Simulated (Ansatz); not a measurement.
Double-hcp Nd was calculated with r²SCAN-D4 (Ansatz, a quantum-chemistry and plane-wave program, plane waves, PAW).

Numerical settings: plane-wave cutoff 500 eV, 24×24×6 k mesh (along the axes of the cell as run), Fermi–Dirac smearing 0.1 eV, spin-polarised with parallel moments, scalar-relativistic PAW data made under PBE.

Computed at the level's own relaxed cell.

What does this level give for the volume per atom, equilibrium lattice constant a and lattice parameter c?


- volume per atom: 37.22 Å³/atom
- equilibrium lattice constant a: 3.752 Å
- lattice parameter c: 12.211 Å

Note: the magnetic order was assumed, not searched for or taken from measurement; the 4f shell is treated without U or exact exchange, so its levels and filling can be wrong; the volume lies 9 % above that of the published cell.

Spin–orbit coupling is not included.

Computed values are for the static lattice.

The result took very roughly 70 core-minutes.
